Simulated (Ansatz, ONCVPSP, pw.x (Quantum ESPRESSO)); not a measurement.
# pw.x on diamond Ga: one setting changed

Potential: optimised norm-conserving Vanderbilt (ONCV), ONCVPSP 4.0.1.1 (patched build), PBEsol; core [Ar] 3d10, reference 4s2 4p1; waves: 4s: rc 1.92 bohr, ncon 3, nbas 7, qcut 2.7 1/bohr, 2 projectors, debl 0.3 Ha; 4p: rc 2.54 bohr, ncon 4, nbas 8, qcut 3 1/bohr, 2 projectors, debl 2.2 Ha; d scattering state at 0.26 Ha: rc 2.16 bohr, ncon 4, nbas 7, qcut 4.6 1/bohr, 2 projectors, debl 3.7 Ha; local part: polynomial inside 1.46 bohr (lpopt 5, dvloc0 4 Ha); core correction: none. In the s channel the program set the typed energies aside and used -0.329, 0.250 Ha.

The reference run (k-mesh 8³, cutoffs 110/440 Ry, Fermi–Dirac 0.01 Ry, mixing_beta 0.4, conv_thr 1e-9, no spin) gives -0.38 GPa at 23.910 Å³/atom, where all-electron LAPW gives -0.01 GPa. This run, with its own iteration cap, changes nbnd to 1, a wrong or extreme entry chosen on purpose.

```
&control
  calculation='scf', prefix='x', pseudo_dir='./', outdir='./tmp', tstress=.true., disk_io='none'
/
&system
  ibrav=0, nat=2, ntyp=1, ecutwfc=110, ecutrho=440, nbnd=1,
  occupations='smearing', smearing='fd', degauss=0.01
/
&electrons
  conv_thr=1e-09, mixing_beta=0.4, electron_maxstep=70
/
ATOMIC_SPECIES
Ga 1.0 Ga.UPF
CELL_PARAMETERS angstrom
  0.00000000 2.88088900 2.88088900
  2.88088900 0.00000000 2.88088900
  2.88088900 2.88088900 0.00000000
ATOMIC_POSITIONS crystal
Ga 0.0000 0.0000 0.0000
Ga 0.2500 0.2500 0.2500
K_POINTS automatic
8 8 8 0 0 0
```

```bash
pw.x < Ga.scf.in > Ga.scf.out
```

Q: How does the run end?

A: It stops with "setup: too few bands". There must be at least as many bands as half the electrons, and more with smearing.

```
Error in routine setup (1):
     too few bands
```

The run took about 0.1 s on one core of a shared host (Neoverse-N1, 64 threads, 124 GiB, load 59).
